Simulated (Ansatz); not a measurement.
# AlNH4 (triplet): from Hartree-Fock to the top rungs at distance Al1–H4 along a hydrogen transfer = 1.783 Å, cc-pVDZ

The task here is to estimate one member of a computed series from the others.

Method: cc-pVDZ, core rule «outside noble gas», up to 6 orbitals frozen; program: Ansatz 0.2.0, Gaussian basis.

To be run: UHF; CCSD(T) on ROHF; CCSD(T) on UHF; BCCD(T) on ROHF; CISD; CCSDT(Q) on ROHF; CCSDT(Q) on UHF; CASSCF and MRCISD+Q, 4 electrons in 4 orbitals; CASSCF and NEVPT2, 4 electrons in 4 orbitals.

7 further runs of the same task are left out: 6 that didn't finish, 1 set aside as unsound or not needed.

**What is computed**

The geometry derives from fragments relaxed apart (PBE0/def2-TZVP) and kept rigid, so it is no stationary point. A hydrogen atom is moved between rigid fragments.

6 atoms, charge 0, spin multiplicity 3.

Atoms are counted from 1 here; the program's logs count them from 0.

Bond lengths: Al1–H2 1.586 Å, Al1–H3 1.586 Å, Al1–H4 1.783 Å, H4–N5 1.187 Å, N5–H6 1.040 Å. Angles: H2–Al1–H3 120.0°, H2–Al1–H4 120.0°, H3–Al1–H4 120.0°, Al1–H4–N5 180.0°, H4–N5–H6 105.0°.

Set-up of the first run:

The input, in.yaml:

```yaml
crystal:
  periodic: [false, false, false]
  atoms:
    - {symbol: Al, position_ang: [-1.000964, 0.022483, 0.000000]}
    - {symbol: H, position_ang: [-1.793888, 1.395868, 0.000000]}
    - {symbol: H, position_ang: [-1.793888, -1.350901, 0.000000]}
    - {symbol: H, position_ang: [0.782036, 0.022483, 0.000000]}
    - {symbol: N, position_ang: [1.969036, 0.022483, 0.000000]}
    - {symbol: H, position_ang: [2.238117, -0.981743, 0.000000]}
basis:
  gaussian: {orbitals: cc-pVDZ}
magnetization: {spin_polarized: true, initial_magnetization: 2}
hamiltonian: {xc: hf}
output: {orbitals: {seedname: orbitals}}
```

Run with:

```sh
ansatz run in.yaml --threads 1 --pin off --events-out ev --progress --plain --max-ram 2393MiB
```

Steps of the session up to this table: UHF; CCSD(T) on ROHF; CCSD(T) on UHF; BCCD(T) on ROHF; CISD; CCSDT(Q) on ROHF; CCSDT(Q) on UHF; CASSCF and MRCISD+Q, 4 electrons in 4 orbitals; CASSCF and NEVPT2, 4 electrons in 4 orbitals.

One of the session's tables, all rows but one given; the rest of the session is left out.

| method | from UCCSDT(Q) (kJ/mol) |
| --- | --- |
| ROHF | +702.3 |
| UHF | +670.9 |
| RMP2 | +117.6 |
| UMP2 | ? |
| CISD | +70.2 |
| RCCSD | +17.7 |
| UCCSD | +17.0 |
| RCCSD(T) | +3.6 |
| UCCSD(T) | +3.6 |
| BCCD(T) | +3.6 |
| RCCSDT | +1.1 |
| UCCSDT | +1.0 |
| RCCSDT(Q) | +0.1 |
| UCCSDT(Q) | 0 |

**Question.** Estimate the row for UMP2.

The run gave: from UCCSDT(Q) (kJ/mol): +124.7. In the column «from UCCSDT(Q) (kJ/mol)» it lies between RMP2 (+117.6) and UHF (+670.9).

Left out of the table: CASSCF pair, NEVPT2 pair, MRCISD pair, MRCISD+Q pair (the active space lost an orbital or holds another state than full CI finds).

Caveats from the session: Restricted and unrestricted rows rest on different reference determinants; where their highest levels disagree by more than a few hundredths of an eV, they describe different states and don't form one ladder. Warnings in the runs' records: passed over end.
